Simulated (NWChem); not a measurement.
# Run times for PN (SMILES N#P)

PN has 2 atoms, charge 0, and is taken as a singlet. As SMILES, `N#P`. The bond length is the measured one.

```xyz
2

N     0.0000    0.0000    0.0000
P     0.0000    0.0000    1.4909
```

Program: NWChem 7.3.0. Hardware: 1 thread of Intel Xeon Platinum 8259CL at 2.50GHz (Skylake/Cascade Lake), shared host, so times are rough. Two-electron integrals are exact unless an approximation is named.

(1) Estimate their order by wall time, quickest first.
A. energy and properties at B3LYP/cc-pVTZ, grid fine
B. polarisability at B3LYP/pcseg-3, grid fine
C. energy and properties at B3LYP/cc-pVQZ, grid fine
D. polarisability at B3LYP/pcseg-0, grid fine

Answers

(1) D (4.5 s), A (19 s), C (60 s), B (3.9 min).
